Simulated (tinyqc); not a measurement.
Inside a calculation. Method: Hueckel theory of the pi electrons with the omega technique, for the molecule C=C[CH2-] (SMILES; centres numbered as the heavy atoms are written). Computed by tinyqc, a small Python program that keeps every step. Settings: charge = -1, omega = 0.6, damping = 0.7. Command: `OMP_NUM_THREADS=1 python tinyqc.py 30287 30288 out.jsonl` (the two numbers bound the seeds that draw the settings). One thread of a shared host (Intel(R) Xeon(R) Processor @ 2.60GHz), about 0.01 s of CPU time with the checks.

## The Hueckel matrix

Centres:
```
centre  z_r, pi electrons of the neutral centre         h
1C                                            1  0.000000
2C                                            1  0.000000
3C                                            1  0.000000
```

Bonds:
```
i  j  k
1  2  1
2  3  1
```

H_rr = alpha + h_r beta, H_rs = k_rs beta for bonded centres.

Hueckel matrix in units of beta (H = alpha + beta A), lower triangle:
```
          1C        2C        3C
1C  0.000000
2C  1.000000  0.000000
3C  0.000000  1.000000  0.000000
```

## Orbitals, round 1

pi electrons, sum of z_r less the charge = 4

Diagonalise; E = alpha + x beta with beta < 0, so the largest x are filled first; degenerate levels share their electrons. P = sum n_i c_ri c_si; each orbital has its largest coefficient positive (the first on a tie).

x values: 1.414214  0.000000  -1.414214

occupations: 2.000000  2.000000  0.000000

coefficients:
```
         MO1        MO2        MO3
1C  0.500000   0.707107  -0.500000
2C  0.707107   0.000000   0.707107
3C  0.500000  -0.707107  -0.500000
```

charge and bond-order matrix P, lower triangle:
```
           1C        2C        3C
1C   1.500000
2C   0.707107  1.000000
3C  -0.500000  0.707107  1.500000
```

## Omega technique, round 1

h_r = h_r(0) + omega q_r, omega = 0.6, with q_r = z_r - P_rr; 0.7 of the old diagonal is kept.

matrix after round 1, lower triangle:
```
           1C        2C         3C
1C  -0.090000
2C   1.000000  0.000000
3C   0.000000  1.000000  -0.090000
```

## Orbitals, round 2

As before.

x values: 1.369929  -0.090000  -1.459929

occupations: 2.000000  2.000000  0.000000

coefficients:
```
         MO1        MO2        MO3
1C  0.491985   0.707107  -0.507889
2C  0.718263   0.000000   0.695772
3C  0.491985  -0.707107  -0.507889
```

charge and bond-order matrix P, lower triangle:
```
           1C        2C        3C
1C   1.484098
2C   0.706749  1.031804
3C  -0.515902  0.706749  1.484098
```

## Omega technique, round 2

As before.

matrix after round 2, lower triangle:
```
           1C         2C         3C
1C  -0.150138
2C   1.000000  -0.005725
3C   0.000000   1.000000  -0.150138
```

## Convergence

Each round sets h_r = h_r(0) + omega (z_r - P_rr), keeping the share named as damping of the old diagonal; repeat until output and input diagonals agree to 1e-6.

Rounds:
```
round   sum n x  largest |h(out) - h(in)|
1      2.828427                  3.00e-01
2      2.559859                  2.00e-01
3      2.375974                  1.35e-01
4      2.249273                  9.07e-02
5      2.161632                  6.14e-02
6      2.100855                  4.17e-02
7      2.058635                  2.84e-02
8      2.029268                  1.94e-02
9      2.008821                  1.33e-02
10     1.994575                  9.16e-03
11     1.984641                  6.31e-03
12     1.977711                  4.35e-03
13     1.972875                  3.01e-03
14     1.969498                  2.08e-03
15     1.967139                  1.45e-03
16     1.965491                  1.00e-03
17     1.964340                  6.97e-04
18     1.963535                  4.85e-04
19     1.962972                  3.38e-04
20     1.962578                  2.35e-04
21     1.962303                  1.64e-04
22     1.962111                  1.14e-04
23     1.961976                  7.98e-05
24     1.961882                  5.57e-05
25     1.961816                  3.89e-05
26     1.961770                  2.72e-05
27     1.961738                  1.90e-05
28     1.961715                  1.33e-05
29     1.961699                  9.28e-06
30     1.961688                  6.49e-06
31     1.961680                  4.54e-06
32     1.961675                  3.17e-06
33     1.961671                  2.22e-06
34     1.961669                  1.55e-06
35     1.961667                  1.09e-06
36     1.961665                  7.60e-07
```

Converged in 36 rounds.

## Energy, charges, bond orders

final x values: 1.256752  -0.275920  -1.580830

occupations: 2.000000  2.000000  0.000000

final P, lower triangle:
```
           1C        2C        3C
1C   1.459867
2C   0.704825  1.080266
3C  -0.540133  0.704825  1.459867
```

E = sum n x; q_r = z_r - P_rr; bond order p = P_rs; free valence = sqrt(3) - sum of p over the bonds of the atom.

pi energy = 4 alpha + this times beta = 1.961665

pi charges: 1C -0.459867, 2C -0.080266, 3C -0.459867

Bond orders and lengths from R = 1.517 - 0.180 p (angstrom, C-C alone):
```
bond         p         R
1-2   0.704825  1.390131
2-3   0.704825  1.390131
```

free valence of the carbons: 1C 1.027226, 2C 0.322400, 3C 1.027226

gap between the highest filled and the next level = 1.304911 |beta|
